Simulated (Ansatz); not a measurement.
Cost and result for the atomization energy of `CC(=N)C#N` (9 atoms, 8 bonds).

Cartesian coordinates in Å:
```
C -0.250 -0.753 0.617
C 0.261 0.317 -0.297
N 1.443 0.496 -0.712
C -0.749 1.255 -0.751
N -1.598 1.961 -1.073
H -1.033 -1.331 0.121
H 0.559 -1.420 0.914
H -0.697 -0.306 1.509
H 2.063 -0.219 -0.329
```

The species carries charge 0 and has multiplicity 1. The structure was optimised at the PBE0-D4/def2-TZVP level. It is one conformer, not always the lowest. Program: Ansatz. All runs use 2 threads of an AMD EPYC 7B13 on a shared host. Times are those of one run each, without the atoms' runs, and a repeat can differ threefold. Electronic energies, without spin–orbit coupling; frozen cores. CCSD(T)/CBS adds CCSD(T) − MP2 in def2-TZVPP to the MP2 limit, and its time is that of the two runs behind it. T1 = 0.013; the RHF reference is unstable towards UHF. B3LYP takes the VWN-RPA correlation (the form of Gaussian; ORCA's B3LYP/G). HSE06 is the plane-wave form, built on full-range PBE exchange.

CCSD(T)/CBS is a level of theory with its own doubt, some kJ/mol a heavy atom from the limit and from the frozen cores, so smaller differences don't rank the functionals.

```json
{"level": "BLYP-D4/def2-TZVPP", "functions": "211", "wall time": "1.7 s", "atomization (kcal/mol)": "950.9", "difference from CCSD(T)/CBS": "19.3", "per bond": "2.4"}
{"level": "PBE-D4/def2-TZVPP (with forces)", "functions": "211", "wall time": "2.3 s", "atomization (kcal/mol)": "976.0", "difference from CCSD(T)/CBS": "44.4", "per bond": "5.5"}
{"level": "PBE0-D4/def2-TZVPP", "functions": "211", "wall time": "2.4 s", "atomization (kcal/mol)": "943.6", "difference from CCSD(T)/CBS": "12.0", "per bond": "1.5"}
{"level": "HSE06-D4/def2-TZVPP", "functions": "211", "wall time": "2.8 s", "atomization (kcal/mol)": "944.5", "difference from CCSD(T)/CBS": "12.9", "per bond": "1.6"}
{"level": "B3LYP-D4/def2-TZVPP (with forces)", "functions": "211", "wall time": "3.7 s", "atomization (kcal/mol)": "940.2", "difference from CCSD(T)/CBS": "8.6", "per bond": "1.1"}
{"level": "CCSD(T)/def2-SVP", "functions": "90", "wall time": "4 s", "atomization (kcal/mol)": "886.9", "difference from CCSD(T)/CBS": "-44.7", "per bond": "-5.6"}
{"level": "r2SCANh-D4/def2-TZVPP", "functions": "211", "wall time": "4.1 s", "atomization (kcal/mol)": "923.4", "difference from CCSD(T)/CBS": "-8.2", "per bond": "-1.0"}
{"level": "ωB97X-V/def2-TZVPP", "functions": "211", "wall time": "6 s", "atomization (kcal/mol)": "936.6", "difference from CCSD(T)/CBS": "5.0", "per bond": "0.6"}
{"level": "B97M-V/def2-TZVPP", "functions": "211", "wall time": "7.5 s", "atomization (kcal/mol)": "935.7", "difference from CCSD(T)/CBS": "4.1", "per bond": "0.5"}
{"level": "ωB97M-V/def2-TZVPP (with forces)", "functions": "211", "wall time": "8.5 s", "atomization (kcal/mol)": "939.1", "difference from CCSD(T)/CBS": "7.5", "per bond": "0.9"}
{"level": "MP2/def2-QZVPP", "functions": "405", "wall time": "20 s", "atomization (kcal/mol)": "946.4", "difference from CCSD(T)/CBS": "14.8", "per bond": "1.8"}
{"level": "CCSD(T)/def2-TZVPP", "functions": "211", "wall time": "76 s", "atomization (kcal/mol)": "904.8", "difference from CCSD(T)/CBS": "-26.8", "per bond": "-3.4"}
{"level": "CCSD(T)/CBS(def2)", "functions": "–", "wall time": "95 s", "atomization (kcal/mol)": "931.6", "difference from CCSD(T)/CBS": "0.0", "per bond": "0.0"}
```

In def2-TZVPP, CCSD(T) changes the Hartree–Fock value by +272.8 kcal/mol (the triples alone add +20.8 kcal/mol) and MP2 by +298.5 kcal/mol; breaking electron pairs costs correlation energy, which Hartree–Fock lacks. The D4 term adds +5.9 kcal/mol with B3LYP and +3.1 kcal/mol with PBE0; it sums over pairs of atoms, weighted by their polarisabilities, and B3LYP, whose exchange is more repulsive, gets the larger term. From PBE to PBE0 (25 % exact exchange), in def2-TZVPP and without D4, the atomization energy moves by −31.8 kcal/mol: exact exchange takes away binding that semilocal exchange gives to molecules.
